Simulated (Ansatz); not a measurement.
# CN2O2: the cost of one run

Computed with Ansatz 0.2.0 (the levels named in each step, unless a step's input says otherwise).

**1. The structure to begin with**

Bond lengths: N1–N2 1.098 Å, O3–C4 1.144 Å, C4–O5 1.143 Å. Angles: O3–C4–O5 179.6°.

Coordinates:

```xyz
5

N     1.5204   -0.6247   -0.2954
N     2.2184   -1.1539   -0.9577
O    -1.5278   -0.2099   -0.3706
C    -1.1872    0.5651    0.3990
O    -0.8540    1.3427    1.1681
```

**2. A rough first relaxation, PBE-D4/def2-SVP**

This run stands in another session on the same molecule. It ended at:

```xyz
5

N     1.5913   -0.5753   -0.3389
N     2.2436   -1.2332   -0.9529
O    -1.5604   -0.2120   -0.3904
C    -1.2191    0.5752    0.4117
O    -0.8856    1.3647    1.2139
```

**3. Relaxation, B2PLYP/def2-TZVPP**

input.yaml reads:

```yaml
crystal:
  periodic: [false, false, false]
  atoms:
    - { symbol: "N", position_ang: [1.59127735, -0.57533537, -0.33889977] }
    - { symbol: "N", position_ang: [2.24357953, -1.23321742, -0.95293044] }
    - { symbol: O, position_ang: [-1.5604355, -0.21200788, -0.39035773] }
    - { symbol: C, position_ang: [-1.21914619, 0.57524529, 0.41170973] }
    - { symbol: O, position_ang: [-0.88559519, 1.36467538, 1.21387821] }
basis:
  gaussian: { orbitals: def2-TZVPP }
hamiltonian:
  xc: { name: B2PLYP }
relax:
  f_tol: 0.002
  max_steps: 150
```

Started as:

```bash
ansatz run input.yaml --threads 4 --pin off --max-ram 10240MiB --backend cpu --events-out ev --progress --plain --runs-dir out
```

**Question.** How long does this run take on 4 threads of AMD EPYC 7R43 (Zen 3), shared host, and how much memory does it need?

About 85 s, with a peak of 0.55 GiB.
